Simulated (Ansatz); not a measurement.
System: hcp Zr. Method: PBEsol (PAW; Ansatz, a first-principles code).

Settings: plane-wave cutoff 520 eV, 18×18×10 k mesh (along the axes of the cell as run), Fermi–Dirac smearing 0.05 eV, scalar-relativistic PAW data made under PBE.

Starting structure:

```xyz
2
Lattice="3.2300 0.0000 0.0000 -1.6150 2.7973 0.0000 0.0000 0.0000 5.1500" Properties=species:S:1:pos:R:3 pbc="T T T"
Zr     1.6150     0.9324     3.8625
Zr     0.0000     1.8648     1.2875
```

**Question.** Into what structure does the relaxation of cell and atoms lead at this level, with the symmetry of the start kept?

**Answer.** The volume shrinks by 3.5 %; final space group P6_3/mmc.
```xyz
2
Lattice="3.1852 0.0000 0.0000 -1.5926 2.7585 0.0000 0.0000 0.0000 5.1128" Properties=species:S:1:pos:R:3 pbc="T T T"
Zr     1.5926     0.9195     3.8346
Zr     0.0000     1.8390     1.2782
```
